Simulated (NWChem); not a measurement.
Species: NO$_{2}$, doublet; SMILES [O]N=O

In the optimisation the excess spin sits in a1 (C2v, its own frame).

Question: Give the equilibrium geometry at PBE0/def2-SVP, spin-unrestricted (NWChem) as a list of bonds and angles, with the point group.

Answer: point group C2v; any orientation.
Bond lengths (Å): O1–N2 1.183, N2–O3 1.183. Bond angles (°): O1–N2–O3 135.0.
